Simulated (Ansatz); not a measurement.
Species: methylsilane, CH$_{6}$Si, charge 0, multiplicity 1. SMILES: [SiH3]C
Coordinates optimised at B3LYP-D3(BJ)/def2-TZVP (Ansatz, a quantum-chemistry and plane-wave program):
```
Si
H 1 1.4834
H 1 1.4834 2 108.30
H 1 1.4834 2 108.30 3 -117.24
C 1 1.8761 2 110.62 4 -121.38
H 5 1.0915 1 110.87 2 60.00
H 5 1.0915 6 108.04 1 -121.68
H 5 1.0915 6 108.04 7 -116.65
```
Charge 0, spin multiplicity 1.

Property: atomisation energy (electronic, to ground-state atoms), in kcal/mol. Valence correlation only, unless marked. UHF or UKS for open shells. No spin-orbit coupling. No relativistic terms. The coupled-cluster limit lacks core correlation, which all-electron functionals hold. CBS(X,Y): correlation extrapolated as X^-3; Hartree-Fock from the larger set. [CCSD(T)-MP2]/basis is that difference in the basis named.

```json
[
 {"level": "RI-HF/cc-pV(Q+d)Z", "program": "Ansatz", "atomisation energy (kcal/mol)": "489.9"},
 {"level": "PBE0/STO-3G", "program": "Ansatz", "atomisation energy (kcal/mol)": "807.0"},
 {"level": "PBE0/6-31G*", "program": "Ansatz", "atomisation energy (kcal/mol)": "619.2"},
 {"level": "PBE0-D3(BJ)/def2-TZVP", "program": "Ansatz + dftd3", "atomisation energy (kcal/mol)": "622.8"}
]
```

Q: Estimate the value at RI-MP2/CBS(def2-TZVPPD,def2-QZVPPD)+[CCSD(T)-MP2]/def2-TZVPPD as computed with Ansatz.

A: 629.1 kcal/mol
